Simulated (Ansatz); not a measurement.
Relaxing TiAl2

The calculation used DFT r2SCAN, scalar-relativistic, plane waves, PAW in Ansatz.

The start is a database structure of TiAl2, space group Cmmm (No. 65).

Input of the last, converged step (default PAW datasets):

```yaml
crystal:
  lattice:
    - [1.9573888229, -6.0202164506, 0.0]
    - [1.9573888229, 6.0202164506, 0.0]
    - [0.0, 0.0, 4.0012631789]
  atoms:
    - { symbol: Ti, position: [0.6568606399, 0.3431393601, 0.0] }
    - { symbol: Ti, position: [0.3431393601, 0.6568606399, 0.0] }
    - { symbol: Al, position: [0.0, 0.0, 0.0] }
    - { symbol: Al, position: [0.8274653577, 0.1725346423, 0.5] }
    - { symbol: Al, position: [0.1725346423, 0.8274653577, 0.5] }
    - { symbol: Al, position: [0.5, 0.5, 0.5] }
basis:
  ecutwfc: 500
kpoints:
  mp_grid: { grid: [10, 10, 10] }
hamiltonian:
  xc: r2scan
scf:
  occupations: { method: gaussian, width: 0.1 }
output:
  forces: true
  stress: true
  eigenvalues: true
relax:
  adjacent_minimum: "off"
  f_tol: 0.01
  max_steps: 80
  cell: { stress_tol: 0.05 }
```

Launched as:

```bash
ansatz run input.yaml --threads 1 --pin off --max-ram 2560MiB --backend cpu --events-out ev --progress --plain --runs-dir out
```

Time: 3.9 min on 1 thread of Intel(R) Xeon(R) Platinum 8259CL CPU @ 2.50GHz (Skylake/Cascade Lake) (shared host), peak memory 1 GiB.

End of the output:

```
SCF converged after 6 iterations
Free energy (F): -7173.226583 eV
Harris-Foulkes:  -7173.226583 eV  (|F-HF|=1.64e-11)
Internal energy: -7173.214674 eV  (E = F + TS)
E sigma→0 (E₀):  -7173.220629 eV
Entropy (-TS):   -0.011909 eV (-1.985 meV/atom)
Fermi energy:    10.456973 eV
--- Per-component energies (eV) ---
  E_band       = -344.681112
  E_kinetic    = 642.842119
  E_local      = -2324.317384  (includes V_loc(G=0)·N_el)
  E_nonlocal   = 55.742196
  E_hartree    = 1013.895522
  E_xc         = -335.343408
  E_vxc        = -393.463097  (∫ρ·V_xc dr)
  E_paw        = -4007.876900  (= ΣΔE_a)
  E_vpaw       = -376.326145  (= ΣTr[D̂ρ^β])
  E_aug_tail   = 0.000182  (compensation charges beyond the density's cutoff)
  E_vtau       = 23.049832  (kinetic-family band-sum trace: ∫τ·v_τ [+ j·A + Jᵃ·Aᵃ] dr)
  E_ewald      = -2217.409655
  E_core_change = -0.747346  (= ΣΔE_core)
  E_smearing   = -0.011909  (= −TS)
  E_closure    = 0.000000  (closes the sum)
  Σ components = -7173.226583   (vs F -7173.226583, Δ=0.00e0)
--- Forces (eV/Å), atoms counted from 1 ---
  atom   1  Ti     0.00000000    -0.00067620     0.00000000
  atom   2  Ti     0.00000000     0.00067620     0.00000000
  atom   3  Al     0.00000000     0.00000000     0.00000000
  atom   4  Al     0.00000000    -0.00031312     0.00000000
  atom   5  Al     0.00000000     0.00031312     0.00000000
  atom   6  Al     0.00000000     0.00000000     0.00000000
  max |Σ_I F_I| component: 5.42e-20 eV/Å
--- Stress (GPa, compression-positive) ---
       -0.006508       0.000000       0.000000
        0.000000      -0.016134       0.000000
        0.000000       0.000000      -0.022442
  P = ⅓ Tr σ = -0.0150 GPa (-0.150 kbar)
--- Relaxed structure (3 steps of the walk, 3 accepted, 1 SCFs on fresh bases) ---
  F+E_penalty+E_count = -7173.22658327 eV   max|allowed force component| = 6.762e-4 eV/Å   (the final SCF, on the basis selected at the relaxed cell)
  cell:  # Å, volume = 94.2966 Å³
    - [1.956668, -6.034595, 0.0]
    - [1.956668, 6.034595, 0.0]
    - [0.0, 0.0, 3.993014]
  atoms:
    - { symbol: Ti, position: [0.656419, 0.343581, 0.0] }
    - { symbol: Ti, position: [0.343581, 0.656419, 0.0] }
    - { symbol: Al, position: [0.000000, 0.000000, 0.0] }
    - { symbol: Al, position: [0.827420, 0.172580, 0.500000] }
    - { symbol: Al, position: [0.172580, 0.827420, 0.500000] }
    - { symbol: Al, position: [0.5, 0.5, 0.500000] }
```

Absolute energies hang on the potentials; compare differences alone.

The result has space group Cmmm (No. 65). Ti is coordinated by 10 Al at 2.72–2.87 Å and 2 Ti at 2.99 Å; Al on Wyckoff site a (1 atom of the primitive cell) is coordinated by 4 Ti at 2.72 Å and 8 Al at 2.80–2.89 Å; Al on Wyckoff site j (2 atoms of the primitive cell) is coordinated by 6 Al at 2.71–2.89 Å and 6 Ti at 2.80–2.87 Å; Al on Wyckoff site c (1 atom of the primitive cell) is coordinated by 4 Ti at 2.75 Å and 8 Al at 2.80–2.86 Å.

Against the elements it lies at -0.47 eV/atom. Formation energies are uncorrected and refer to the elements' standard structures at the same level.

For metals, differences of a few meV/atom aren't resolved.

Symmetry constrained the relaxation, so the result can be a saddle point.